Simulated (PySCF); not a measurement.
## Structure elucidation problem

An unknown has the formula C2F2O. Its calculated NMR data are:

$^{13}$C{$^{1}$H} NMR (computed): δ 313.6 (C), 212.7 (C).

- σ from GIAO-PBE0/pcSseg-1
- GFN2-xTB structure
- run in PySCF
- one averaged value for each set of equivalent atoms, one conformer, non-relativistic, in vacuum

Scale: $^{13}$C (186.93 ppm) vs TMS (reference shieldings calculated alike).

**Question.** Propose a structure and justify it.

**Answer.** 
Rings plus π bonds: 2 (no ring in the answer). 2 carbon signals for 2 carbons: no two carbons are equivalent. Carbon types of the structure: 2 × C. δC 313.6: central carbon of a ketene. δC 212.7: terminal carbon of a ketene.

The compound is SMILES O=C=C(F)F.

The data come from this structure; uniqueness wasn't tested.

Splittings by $^{19}$F in the carbon and heteronuclear signals aren't shown, as no couplings were computed. Shifts are as computed. Against solution values, carbons near 30 ppm lie about +3 ppm off and those near 130 ppm about +5 ppm. Of 1309 compounds with measured shifts, 239 miss one by over three times the rms of a fit or turn the order of signals round; such compounds aren't used in these exercises.
